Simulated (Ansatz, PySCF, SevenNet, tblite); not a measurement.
**Zinc-blende AlAs, equilibrium lattice constant a**

Reference value: 5.649 Å (measured, static lattice: zero-point anharmonic expansion removed; as tabulated in Mejia-Rodriguez and Trickey (2018), arXiv:1807.09216).

Task: What do GFN1-xTB, SevenNet-l3i5, LDA, BLYP, PBE, PBE-D3(BJ), HSE06, Hartree–Fock, CCSD(T) give, and how far is each from the reference?

Result: 
```tsv
level (code)	value (Å)	error (%)
GFN1-xTB (tblite)	5.580	-1.22
SevenNet-l3i5	5.735	+1.52
LDA (Ansatz)	5.629	-0.35
BLYP (Ansatz)	5.796	+2.60
PBE (Ansatz)	5.728	+1.40
PBE-D3(BJ) (Ansatz)	5.665	+0.28
HSE06 (Ansatz)	5.682	+0.58
Hartree–Fock (Ansatz)	5.745	+1.70
CCSD(T) (PySCF)	5.643 ± 0.02	-0.11
```

Once the reference is moved by up to 0.10 % (a margin picked here for doubts on the reference and the settings) and values within 0.10 % count as equal, the nearest can be CCSD(T) (-0.11 %) or PBE-D3(BJ) (+0.28 %). Farthest off among them: BLYP (+2.60 %). Within 1 %: LDA, PBE-D3(BJ), HSE06, CCSD(T).

A ± on a computed value is a rough bar: the spread of its extrapolation, a floor set from checks against published values, or a statistical error. GFN1-xTB: the method was fitted mainly to molecules. GFN1-xTB: the run uses a supercell at the zone centre in place of a k mesh. Cutoffs and k meshes differ between the levels. Ansatz's density-functional and Hartree–Fock values are scalar-relativistic unless marked +SOC, with PAW data made under PBE.

Machine-learned potentials (SevenNet-l3i5) are trained on DFT data: a solid inside that data is no test of them.

Differences are worked out from the printed values.

Ansatz is an electronic-structure program.
